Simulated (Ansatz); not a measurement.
Basis sets compared for MgMeF (CH3FMg). The state is a singlet with charge 0. Geometry PBE-D4/def2-TZVP. Ansatz on 4 threads of Arm Neoverse V1 on a shared host; times are rough, and most runs start from earlier orbitals.

```xyz
6

Mg    0.023    0.213   -1.273
C    -0.014   -0.130    0.779
H    -0.507    0.696    1.314
H     1.004   -0.229    1.186
H    -0.560   -1.055    1.020
F     0.055    0.506   -3.026
```

Binding counts from free atoms (Mg singlet, C triplet, H doublet, F doublet) in the same basis, without a counterpoise term.

```tsv
level	functions	energy (Eh)	HOMO (eV)	LUMO (eV)	binding per atom (eV)	wall time
HF/STO-3G	22	-334.3272	-7.24	10.90	3.33	0.1 s
HF/6-31G	37	-338.6655	-10.34	1.40	2.44	0.1 s
PBE-D4/def2-SVP	61	-339.4346	-6.36	-1.65	3.52	0.4 s
PBE0-D4/def2-SVP	61	-339.4606	-7.58	-0.97	3.45	0.35 s
```

**Question.** Estimate the rows for PBE-D4/def2-TZVP, PBE0-D4/def2-TZVP (with forces).

**Answer.** 
```tsv
level	functions	energy (Eh)	HOMO (eV)	LUMO (eV)	binding per atom (eV)	wall time
PBE-D4/def2-TZVP	112	-339.6764	-6.38	-1.76	3.49	0.55 s
PBE0-D4/def2-TZVP (with forces)	112	-339.6999	-7.56	-1.06	3.42	0.9 s
```
